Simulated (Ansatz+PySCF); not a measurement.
The numbers below are computed, except where a source is named.
This PySCF input gave a total energy of -118.57786 hartree.

```python
from pyscf import gto, scf, mp

mol = gto.M(atom="""
C 0.000000 -0.277370 -1.372670
C 0.000000 0.625830 0.000000
C 0.000000 -0.277370 1.372670
H 0.000000 0.402780 -2.347990
H 0.958550 -0.981460 -1.426480
H -0.958550 -0.981460 -1.426480
H -0.949510 1.346880 0.000000
H 0.949510 1.346880 0.000000
H 0.000000 0.402780 2.347990
H -0.958550 -0.981460 1.426480
H 0.958550 -0.981460 1.426480
""", basis='def2-svp', charge=0, spin=0)
mf = scf.UHF(mol)
mf.kernel()
pt = mp.MP2(mf, frozen=3).run()
print(mf.e_tot, pt.e_corr, pt.e_tot)
```

**Question.** Write an input for Ansatz with the same method and basis set.

**Answer.**

```yaml
crystal:
  periodic: [false, false, false]
  atoms:
    - { symbol: C, position_ang: [0.0, -0.27737, -1.37267] }
    - { symbol: C, position_ang: [0.0, 0.62583, 0.0] }
    - { symbol: C, position_ang: [0.0, -0.27737, 1.37267] }
    - { symbol: H, position_ang: [0.0, 0.40278, -2.34799] }
    - { symbol: H, position_ang: [0.95855, -0.98146, -1.42648] }
    - { symbol: H, position_ang: [-0.95855, -0.98146, -1.42648] }
    - { symbol: H, position_ang: [-0.94951, 1.34688, 0.0] }
    - { symbol: H, position_ang: [0.94951, 1.34688, 0.0] }
    - { symbol: H, position_ang: [0.0, 0.40278, 2.34799] }
    - { symbol: H, position_ang: [-0.95855, -0.98146, 1.42648] }
    - { symbol: H, position_ang: [0.95855, -0.98146, 1.42648] }
basis:
  gaussian: { orbitals: def2-SVP }
magnetization:
  spin_polarized: true
hamiltonian:
  xc: hf
correlation:
  method: mp2
  frozen_orbitals: { C: 1, H: 0 }
scf:
  omitted_lower_state_checks: [stability, starts, atomic_configurations, cluster_reference, orbital_swaps, given_window_search, neighbouring_geometries, increment]
```

Ansatz (development build ahead of 0.2.0) gave -118.57786 hartree, 0.14 meV from the first.
